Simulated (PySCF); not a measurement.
Gas-phase reaction: 3 SiHF + 3 HF + c-Si₃H₆ → 6 SiH₂F

Energies from PySCF (xtb for GFN2), thermal terms from the rigid-rotor harmonic-oscillator model, ideal gas at 1 bar. † marks an energy on the PBE0/def2-TZVP geometry and frequencies; other levels use their own. CCSD(T) freezes the core. 6-31G* has spherical d functions here. Open shells (unrestricted): SiH₂F (multiplicity 2); the rest are closed-shell singlets. GFN2 has no spin-polarisation term. B3LYP is the form with VWN-RPA correlation. SiHF, c-Si₃H₆, SiH₂F: computed as isolated molecules; such fragments, hydroxides, amides, oligomers or adducts are transient or little studied in the gas. CCSD(T) isn't extrapolated to the basis-set limit; its ΔH°(298 K) is -51.9 kJ in def2-SVP and -68.0 kJ in def2-TZVPP. The harmonic model lacks anharmonicity and excited electronic states, which grow with temperature; levels with a mode under 35 cm⁻¹ are left out.

```csv
level,"ΔE electronic, kJ","ΔH°(298 K), kJ","ΔS°(298 K), J/K","ΔG°(2500 K), kJ"
B3LYP/6-31G*,-199,-201,-44,-43
CCSD(T)/def2-TZVPP†,-62,-68,-46,92
GFN2-xTB,-384,-381,-44,-244
HF/6-31G*,-400,-402,-39,-252
HF/def2-TZVP†,-406,-411,-46,-252
M06-2X/def2-TZVP†,-142,-148,-46,12
PBE0/def2-QZVP†,-115,-120,-46,39
PBE0/def2-SVP†,-93,-99,-46,61
r2SCAN/def2-TZVP†,-210,-215,-46,-56
LDA/def2-TZVP†,-48,-54,-46,106
ωB97X-V/def2-TZVP†,-104,-110,-46,50
```
ΔH° is lowest at HF/def2-TZVP† and highest at LDA/def2-TZVP†. No reference value is set beside these.
